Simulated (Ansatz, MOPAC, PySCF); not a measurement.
Barrier height from F− + CH3Cl (SMILES CCl) to the transition structure CH3ClF, without zero-point energy, on the benchmark's geometries as Psi4's copy of the set gives them.
Transition structure (charge -1, multiplicity 1, Z-matrix in Å and degrees):
```
C
H 1 1.0696
H 1 1.0696 2 118.62
H 1 1.0696 2 118.62 3 156.83
F 1 2.0496 2 83.20 3 78.41
Cl 1 2.1129 2 96.80 3 -101.59
```
Reactant (charge 0, multiplicity 1):
```xyz
5

C      0.000     0.000    -1.126
Cl     0.000     0.000     0.657
H      0.000     1.028    -1.470
H      0.890    -0.514    -1.470
H     -0.890    -0.514    -1.470
```

Open shells are unrestricted; no spin–orbit coupling.

Rows in 3-21G carry no dispersion term and start afresh at each structure. The state reached by PM6 isn't checked.

Programs: Ansatz (an electronic-structure program); MOPAC for PM6 (differences of heats of formation); PySCF for 3-21G rows. Values without a source in brackets are computed.

Task: What barrier height does B3LYP/3-21G give?

Result: -3.61 eV

Task: Estimate the barrier height that HF/aug-cc-pV(T+d)Z returns for this input.

Result: -0.44 eV

Task: Give the barrier height at the level PM6.

Result: -0.36 eV
